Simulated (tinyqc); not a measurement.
Pariser-Parr-Pople SCF with singles CI, for the molecule C=CC(=C)[CH2-] (SMILES; centres numbered as the heavy atoms are written), step by step. One step of it, computed by the program tinyqc.

Question. PPP integrals. Mataga-Nishimoto: gamma = 14.399645/(R + a), a = 2 x 14.399645/(gamma_rr + gamma_ss); H_rr = -W_r - sum_(s != r) z_s gamma_rs; H_rs = beta for bonds.

Centres (angstrom, eV; a flat drawing with bonds scaled to 1.40 angstrom):
```
centre          x          y  core charge z          W   gamma_rr
1C      -1.940000   0.000000              1  11.160000  11.130000
2C      -0.727000   0.700000              1  11.160000  11.130000
3C       0.485000   0.000000              1  11.160000  11.130000
4C       0.485000  -1.400000              1  11.160000  11.130000
5C       1.697000   0.700000              1  11.160000  11.130000
```

Resonance integrals (eV):
```
i  j       beta
1  2  -2.390000
2  3  -2.390000
3  4  -2.390000
3  5  -2.390000
```

Give: repulsion gamma_rs; core matrix H.

Answer.

repulsion gamma_rs (eV):
```
        1C      2C      3C      4C      5C
1C  11.130   5.345   3.872   3.517   2.881
2C   5.345  11.130   5.346   3.873   3.873
3C   3.872   5.346  11.130   5.346   5.346
4C   3.517   3.873   5.346  11.130   3.873
5C   2.881   3.873   5.346   3.873  11.130
```

core matrix H (eV):
```
         1C       2C       3C       4C       5C
1C  -26.775   -2.390    0.000    0.000    0.000
2C   -2.390  -29.597   -2.390    0.000    0.000
3C    0.000   -2.390  -31.070   -2.390   -2.390
4C    0.000    0.000   -2.390  -27.768    0.000
5C    0.000    0.000   -2.390    0.000  -27.133
```
